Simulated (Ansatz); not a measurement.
```yaml
crystal:
  periodic: [false, false, false]
  atoms:
    - {symbol: W, position_ang: [0.000000, 0.000000, 0.000000]}
    - {symbol: Ge, position_ang: [0.000000, 0.000000, 2.650000]}
basis:
  gaussian: {orbitals: def2-TZVP}
magnetization: {spin_polarized: true, initial_magnetization: 6}
hamiltonian: {xc: pbe0}
relax: {f_tol: 0.004, max_steps: 80}
```

```sh
$ ansatz run in.yaml --threads 1 --pin off --events-out ev --progress --plain --max-ram 2176MiB
```

Steps of the relaxation (energy above the last step; positions in Å, forces in eV/Å):

```
2
step 1, 25.6 meV
W     0.000    0.000    0.000    0.000    0.000    0.600
Ge    0.000    0.000    2.650    0.000    0.000   -0.600
```

```
2
step 2, 0.2 meV
W     0.000    0.000    0.044    0.000    0.000   -0.063
Ge    0.000    0.000    2.606    0.000    0.000    0.063
```

```
2
step 3, 0.0 meV
W     0.000    0.000    0.040    0.000    0.000    0.011
Ge    0.000    0.000    2.610    0.000    0.000   -0.011
```

```
2
step 4, 0.0 meV
W     0.000    0.000    0.040    0.000    0.000   -0.001
Ge    0.000    0.000    2.610    0.000    0.000    0.001
```

Close pairs at the end: W1–Ge2 2.569 Å.

A stationary point of unrestricted PBE0 after 4 steps, with ⟨S²⟩ = 12.042 against 12.00 for a pure state. 22 s on 1 thread of Intel Xeon 6975P-C, shared host.
